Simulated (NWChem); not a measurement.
Molecule: chloroform (CHCl3); SMILES ClC(Cl)Cl

```xyz
5

Cl     1.4829     0.8401    -0.0742
C      0.0000     0.0000     0.4641
Cl    -1.4690     0.8642    -0.0742
Cl    -0.0139    -1.7043    -0.0742
H      0.0000     0.0000     1.5498
```
Atoms are numbered in this order, from 1.

Computed with NWChem. The geometry was optimised at B3LYP/6-31G* (spherical d). GIAO values for the isolated, static molecule; σ is the absolute isotropic shielding, δ = σ(reference) − σ with the isolated reference molecule computed at the same levels (13C: tetramethylsilane, 1H: tetramethylsilane).

For level KT2/pcSseg-1:

```yaml
"σ Cl1 (ppm)": 483.4
"δ C2 (ppm)": 113.2
```

**Question.** How do the values read with level PBE/pcSseg-1 instead?

**Answer.** 
| Quantity | Value |
|---|---|
| σ Cl1 (ppm) | 472.3 |
| δ C2 (ppm) | 117.4 |
